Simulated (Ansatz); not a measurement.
Z-matrix (Å, degrees):
```
C
C 1 1.348
O 1 1.262 2 90.8
H 1 1.091 2 141.0 3 171.9
H 2 1.086 1 122.3 3 83.4
```

Total charge 0; spin multiplicity 1. The bonds changed during the relaxation, so this is another structure than the one it started from.

Task: List the PBE0/def2-TZVPP orbital energies in eV (the Gaussian-basis code of Ansatz). (An estimate is asked.)

Result: The calculation gave: Occupied: -523.72, -281.18, -279.85, -30.37, -20.53, -17.07, -14.27, -12.83, -11.76, -9.06, -6.93. Lowest empty: -1.84, -1.19, 1.93, 2.44, 3.69, 5.11, 5.42, 6.80.
